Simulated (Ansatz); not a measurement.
Computed with Ansatz.

A structure relaxed at PBE0-D4/def2-TZVP, charge 0, multiplicity 1:

```json
{"atom": "O1", "x (Å)": "-0.4324", "y (Å)": "-0.4266", "z (Å)": "-1.2736"}
{"atom": "C2", "x (Å)": "0.0978", "y (Å)": "-0.1947", "z (Å)": "-0.0328"}
{"atom": "O3", "x (Å)": "0.9412", "y (Å)": "-1.1927", "z (Å)": "0.3088"}
{"atom": "N4", "x (Å)": "-0.8329", "y (Å)": "0.4017", "z (Å)": "1.0336"}
{"atom": "C5", "x (Å)": "0.1448", "y (Å)": "1.0577", "z (Å)": "0.6204"}
{"atom": "F6", "x (Å)": "0.6647", "y (Å)": "2.2323", "z (Å)": "0.8517"}
{"atom": "H7", "x (Å)": "-1.2172", "y (Å)": "0.1195", "z (Å)": "-1.3827"}
{"atom": "H8", "x (Å)": "0.6339", "y (Å)": "-1.9972", "z (Å)": "-0.1254"}
```

(1) Give its formula and SMILES.

(2) Summarise the bond lengths by kind.

Answers

(1) C2H2FNO2, `OC1(O)N=C1F`.

(2) 2 × C–O 1.351 to 1.369 Å; 2 × H–O 0.962 to 0.965 Å; 2 × C–N 1.248 to 1.536 Å; 1 × C–C 1.413 Å; 1 × C–F 1.305 Å.
